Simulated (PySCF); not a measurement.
Gas-phase reaction: 2 B2O + 3 F2 = 4 BF + 2 FO

Method: PySCF energies (xtb for GFN2) plus ideal-gas RRHO corrections (1 bar). The comparison is the NASA 1993 polynomial table, which mixes measured and estimated data. After a fit of one offset per element over all species, the range-separated, M06-2X, PBE0/def2-QZVP and CCSD(T)/def2-TZVPP enthalpies, where run, lie to one side of the table for B2O (+77 kJ/mol): a fault of the table's entry, another state or a shared error of the levels is possible; this was not checked at source. S°(298 K) at PBE0/def2-TZVP differs from the NASA 1993 table for B2O (+19 J/mol/K); whether the harmonic model or the table's entry is off was not settled. † marks an energy on the PBE0/def2-TZVP geometry and frequencies; other levels use their own. MP2 freezes the core. 6-31G* has spherical d functions here. Open shells (unrestricted): FO (multiplicity 2, electronic degeneracy 4); the rest are closed-shell singlets. GFN2 has no spin-polarisation term. Spin-orbit splitting is ignored; it lowers the true energy and changes the entropy of FO. B3LYP is the form with VWN-RPA correlation. For this reaction the table lies outside the span of B3LYP, CCSD(T), M06-2X, MP2, PBE0, r2SCAN, ωB97M-V, ωB97X-V in their largest bases here; which side is off was not settled. MP2 isn't extrapolated to the basis-set limit; its ΔH°(298 K) is -567.2 kJ in def2-SVP and -566.4 kJ in def2-TZVPP. The harmonic model lacks anharmonicity and excited electronic states, which grow with temperature; levels with a mode under 35 cm⁻¹ are left out. Strong static correlation: B2O. Soft modes under 120 cm⁻¹ make the harmonic entropy rough for B2O. The table's entry may be an old estimate for B2O, BF, FO (not checked at source).

```json
[
 {"level": "table", "ΔH°(298 K), kJ": "-438.5", "minus table": "-", "ΔG°(1400 K), kJ": "-681.7"},
 {"level": "B3LYP/6-31G*", "ΔH°(298 K), kJ": "-568.8", "minus table": "-130.3", "ΔG°(1400 K), kJ": "-783.7"},
 {"level": "BLYP/def2-TZVP†", "ΔH°(298 K), kJ": "-571.8", "minus table": "-133.3", "ΔG°(1400 K), kJ": "-750.6"},
 {"level": "GFN2-xTB", "ΔH°(298 K), kJ": "118.5", "minus table": "557.0", "ΔG°(1400 K), kJ": "-108.7"},
 {"level": "HF/6-31G*", "ΔH°(298 K), kJ": "-769.5", "minus table": "-331.0", "ΔG°(1400 K), kJ": "-989.2"},
 {"level": "HF/def2-TZVP†", "ΔH°(298 K), kJ": "-808.6", "minus table": "-370.1", "ΔG°(1400 K), kJ": "-987.4"},
 {"level": "MP2/def2-SVP†", "ΔH°(298 K), kJ": "-567.2", "minus table": "-128.7", "ΔG°(1400 K), kJ": "-746.0"},
 {"level": "PBE0/def2-QZVP†", "ΔH°(298 K), kJ": "-597.5", "minus table": "-159.0", "ΔG°(1400 K), kJ": "-776.3"},
 {"level": "PBE0/def2-SVP†", "ΔH°(298 K), kJ": "-581.8", "minus table": "-143.3", "ΔG°(1400 K), kJ": "-760.6"},
 {"level": "PBE0/def2-TZVP", "ΔH°(298 K), kJ": "-594.2", "minus table": "-155.7", "ΔG°(1400 K), kJ": "-772.9"},
 {"level": "LDA/def2-TZVP†", "ΔH°(298 K), kJ": "-517.4", "minus table": "-78.9", "ΔG°(1400 K), kJ": "-696.2"},
 {"level": "ωB97X-V/def2-TZVP†", "ΔH°(298 K), kJ": "-588.5", "minus table": "-150.0", "ΔG°(1400 K), kJ": "-767.2"}
]
```
